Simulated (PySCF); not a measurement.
**How exact exchange moves a shielding**

Molecule: `C=C(C)/C=C/Cl`, C$_{5}$H$_{7}$Cl.

Geometry (Å), atoms numbered from 1 in this order:
```xyz
13

C    -1.115    1.452    0.508
C    -0.426    0.355    0.143
C    -1.105   -0.958   -0.109
C     1.025    0.440   -0.014
C     1.813   -0.583   -0.371
Cl    3.521   -0.436   -0.545
H    -2.200    1.426    0.634
H    -0.611    2.405    0.689
H    -0.719   -1.741    0.565
H    -0.929   -1.304   -1.141
H    -2.189   -0.880    0.045
H     1.489    1.412    0.177
H     1.445   -1.589   -0.582
```

GIAO shieldings (ppm, equivalent atoms averaged) in PySCF 2.14 on the PBE0-D3(BJ)/def2-SVP geometry, basis pcSseg-1, gas phase, non-relativistic:

```csv
functional,exact exchange (%),σ(Cl6)
BLYP,0,685.1
BP86,0,697.6
PBE,0,696.8
PBE0,25,740.7
mPW1PW91,25,739.2
BHandHLYP,50,767.9
HF,100,834.4
```

Question: Fit each shielding as a line in the percentage of exact exchange.

Answer: σ(Cl6) = 697.0 + 1.41 x (rms 6.3 ppm). The functionals also differ in their semilocal parts, which the line can't hold; Hartree–Fock has no correlation at all.

Question: What does the line predict for B3LYP (20 %), and what does the run give?

Answer: σ(Cl6): 725.2 predicted, 721.6 computed ppm.
